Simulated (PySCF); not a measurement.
## Complexes of hydrogen sulfide

Gas-phase complexes of hydrogen sulfide, each in one structure from a short search with a few starts, optimised by PBE0-D3(BJ)/def2-TZVPD; other ways of binding may lie lower. Energies in kcal/mol, CCSD(T) at its estimated basis limit, counterpoise-corrected (PySCF): interaction is complex less parts frozen as they stand in it. Contacts are written partner···hydrogen sulfide; electrostatic, Pauli and orbital are terms of the uncorrected MP2 energy, whose rest is dispersion or correlation. The CCSD(T) estimate is Hartree-Fock/aug-cc-pVQZ, plus the MP2 correlation part extrapolated as X⁻³ from aug-cc-pVTZ and aug-cc-pVQZ, plus CCSD(T) less MP2 in aug-cc-pVDZ; noble-gas cores are frozen. It isn't the exact limit.

Frequency runs check only 3 of the 5 structures; an imaginary mode is left, so that the point isn't a minimum, in the complex with dinitrogen (28i cm⁻¹). 2 further partners within 0.25 kcal/mol of a listed one are not ranked.

Q: Order these partners of hydrogen sulfide by interaction energy, strongest first: hydrogen chloride, methylamine, carbon disulfide, dinitrogen, carbon monoxide.

A: methylamine (-4.1), hydrogen chloride (-3.3), carbon disulfide (-1.3), carbon monoxide (-0.9), dinitrogen (-0.5).
| partner | contact | distance (Å) | interaction | electrostatic | Pauli | orbital |
| --- | --- | --- | --- | --- | --- | --- |
| methylamine | N···H | 2.02 | -4.1 | -10.1 | 14.8 | -5.1 |
| hydrogen chloride | H···S | 2.34 | -3.3 | -6.8 | 10.8 | -4.4 |
| carbon disulfide | S···S | 3.87 | -1.3 | -1.0 | 2.3 | -0.3 |
| carbon monoxide | C···H | 2.72 | -0.9 | -1.1 | 1.7 | -0.3 |
| dinitrogen | N···H | 2.92 | -0.5 | -0.4 | 0.8 | -0.1 |
